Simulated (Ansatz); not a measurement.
A calculation with Ansatz (development build ahead of 0.2.0).

```yaml
crystal:
  periodic: [false, false, false]
  atoms:
    - { symbol: O, position_ang: [0.0, 0.0, -1.54755] }
    - { symbol: C, position_ang: [0.0, 0.0, -0.48362] }
    - { symbol: S, position_ang: [0.0, 0.0, 0.95513] }
basis:
  gaussian: { orbitals: def2-TZVP }
hamiltonian:
  xc: hf
```

The input is written out in the form of the current development build from the run's settings.

The run gave:

| Quantity | Value |
| --- | --- |
| Converged | yes |
| Total energy | -510.31205 hartree |
| Spin squared of the determinant | 0.000 |

Caution: no unrestricted run beside it, a lower state can exist.
